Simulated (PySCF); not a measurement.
```xyz
2

C     0.0000    0.0000   -1.1234
S     0.0000    0.0000    0.4213
```

Basis set: aug-cc-pVTZ on C; aug-cc-pV(T+d)Z on S (spherical functions). Frozen core: 6 orbitals. Charge 0, multiplicity 1.

Starred EOM-CCSD(T)(a) on the restricted Hartree–Fock determinant with PySCF 2.14.0; the energies are vertical.

The solver was asked for the few lowest roots only. Give the electron affinities of singlet CS among them whose weight of singles is over 0.7 (positive where the electron binds).

```json
{"root": "1", "energy (eV)": "-0.11", "weight of singles": "0.96"}
{"root": "2", "energy (eV)": "-0.11", "weight of singles": "0.96"}
{"root": "3", "energy (eV)": "-1.16", "weight of singles": "0.99"}
```

Higher main lines weren't sought.
